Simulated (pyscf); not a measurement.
# Hydrogen abstraction: `[SiH3][SiH][PH2]` [doublet] + `[H][H]` → `[SiH3][SiH2][PH2]` + `[H]` [doublet]

Gas phase, doublet surface, charge 0. Bonds broken: H6–H7. Bonds formed: Si4–H6. Structures and frequencies: ωB97X-D3(BJ)/def2-SVP in PySCF.

Transition state (Å):

```xyz
11

P      1.7654    -1.5118     0.6639
H      2.5829    -0.3443     0.6490
H      1.6887    -1.5954    -0.7575
Si    -0.1558    -0.3389     0.8552
Si    -0.2328     1.4508    -0.6369
H     -0.2159     0.1906     2.3233
H     -0.2474     0.5632     3.5666
H     -1.3043    -1.2727     0.6598
H      0.9358     2.3410    -0.3710
H     -0.1306     0.9304    -2.0332
H     -1.4920     2.2401    -0.5005
```

One imaginary mode, 862i cm⁻¹; descent along it reached the two sides named.

| bond | change | reactant side (Å) | saddle | product side |
|---|---|---|---|---|
| H6–H7 | breaks | 0.761 | 1.298 | 3.2 |
| Si4–H6 | forms | 3.2 | 1.562 | 1.493 |

Electronic energies relative to the separated reactants (kcal/mol):

```
level                   barrier  reaction energy  reverse barrier
----------------------  -------  ---------------  ---------------
ωB97X-D3(BJ)/def2-TZVP     21.3            +17.4              3.9
PBE/def2-TZVP              19.4            +19.8             -0.4
r²SCAN/def2-TZVP           19.4            +21.1             -1.7
B3LYP-D3(BJ)/def2-TZVP     20.3            +20.9             -0.6
PBE0-D3(BJ)/def2-TZVP      19.0            +17.9              1.0
M06-2X/def2-TZVP           23.8            +19.5              4.3
ωB97M-D3(BJ)/def2-TZVP     20.6            +16.9              3.8
HF/def2-TZVP               22.5            +11.5             10.9
```

With ωB97M-D3(BJ)/def2-TZVP energies and thermal terms (ideal gas, 1 atm, RRHO with modes under 100 cm⁻¹ raised to 100, one conformer, R ln 2 for chiral ones without a mode under 150 cm⁻¹), in kcal/mol:

| T (K) | ΔH‡ | ΔG‡ | ΔH | ΔG |
|---|---|---|---|---|
| 298 | 18.2 | 25.6 | +15.7 | +17.1 |
| 600 | 18.0 | 33.3 | +15.8 | +18.5 |
| 900 | 18.3 | 40.9 | +16.3 | +19.7 |
| 1200 | 18.9 | 48.3 | +17.0 | +20.8 |

At PBE, r²SCAN, B3LYP-D3(BJ) this geometry lies under the product side: in single points on another level's saddle the reverse barrier vanishes, and the forward threshold there is about the reaction energy. H₃Si–SiH•–PH₂ lies 11.4 kcal/mol over its isomer H₃Si–P•–SiH₃ (electronic energy, ωB97M-D3(BJ)/def2-TZVP). H₃Si–SiH₂–PH₂ lies 5.7 kcal/mol over its isomer H₃Si–PH–SiH₃ (electronic energy, ωB97M-D3(BJ)/def2-TZVP). This is the saddle that the search found; another between the same sides may lie lower. The angle at the transferred H is 177°.
